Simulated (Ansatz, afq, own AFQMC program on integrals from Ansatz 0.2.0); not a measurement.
AFQMC on a folder of integrals that Ansatz 0.2.0 wrote.

```yaml
crystal:
  periodic: [false, false, false]
  atoms:
    - {symbol: Br, position_ang: [0.000000, 0.000000, -1.412867]}
    - {symbol: H, position_ang: [0.000000, 0.000000, 0.007733]}
    - {symbol: N, position_ang: [0.000000, 0.000000, 1.405133]}
basis:
  gaussian: {orbitals: cc-pVTZ}
magnetization: {spin_polarized: true, initial_magnetization: 3}
correlation: {method: ccsd_t, electrons: outside_noble_gas, hamiltonian_folder: ham}
```

```sh
$ ansatz run in.yaml --threads 1 --pin off --events-out ev --progress --plain --max-ram 15360MiB --backend cuda --devices 0, --max-vram 18GiB
```

Options of the walk:

```
--method phaseless --trial hf --walkers 2600 --populations 20 --least-time 40 --time-step 0.005 --steps-per-block 20 --equilibration-blocks 112 --max-blocks 4000 --target-error 0.001050 --factor-cut 1e-05 --start spin_pure --seed 7182 --taylor-order 6
```

Times are imaginary, in 1/Eh. The walk had a cap of 96 s. With eight or more populations the least sampling time is a fifth of least-time, and the error comes from their spread. Filled inner d shells are frozen with the cores.

Log:

```
orbitals 72  electrons 8 5  factors 477 of 538
reference energy -2627.41534312 Eh
CCSD correlation -0.31602125 Eh in 12 cycles, weight of the determinant in the CISD state 0.8841
energy of the start -2627.415852 Eh
 block  time / (1/Eh)  mean weight  energy / Eh
     1     0.100  1.0017  -2627.502754
     2     0.200  1.0024  -2627.563685
     3     0.300  1.0023  -2627.604500
     4     0.400  1.0024  -2627.632099
     5     0.500  1.0019  -2627.655012
    10     1.000  1.0009  -2627.708713
    37     3.700  0.9998  -2627.739016
    61     6.100  1.0000  -2627.735757
    67     6.700  1.0001  -2627.740914
    97     9.700  0.9999  -2627.744345
   127    12.700  0.9998  -2627.742613
   133    13.300  0.9992  -2627.751720
   157    15.700  1.0007  -2627.749574
   187    18.700  1.0002  -2627.737091
   217    21.700  0.9999  -2627.746230
   247    24.700  1.0004  -2627.747383
   271    27.100  0.9999  -2627.738488
error from the spread of 20 populations
energy -2627.743313 +/- 0.000993 Eh
(rows thinned)
```

The run passed its tests (sampling time, drift between the halves within three errors, error under three times the target), which doesn't prove that it has relaxed.

Against this walk (error 27.0 meV) on the same determinant: CCSD(T) 37.3 meV higher (within the noise), CCSDT(Q) 1.3 meV lower (within the noise), a separate phaseless walk with a CISD trial and standard settings 7.1 ± 27.6 meV higher (within the noise). The error is statistical and leaves out the bias of the constraint.

Cautions: constraint bias not in the error; no relativity below Rb; no spin-orbit coupling; inner d shell frozen; lower spins were not checked.

The walk took 37 s on 1 × NVIDIA H100 80GB HBM3 with 2 threads of AMD EPYC 7R13 Processor (Zen 3), on a shared host (the card was shared). The log's last line is the phaseless energy.

CCSDT and higher add their correlation energy to the determinant of the CCSD(T) run, since their own runs factorise the integrals more tightly (a shift of under 2 meV). A walk keeps the symmetry of its determinant, which the program's search chose and which needn't be the lowest solution, so a lower state of the same spin and another symmetry isn't excluded.
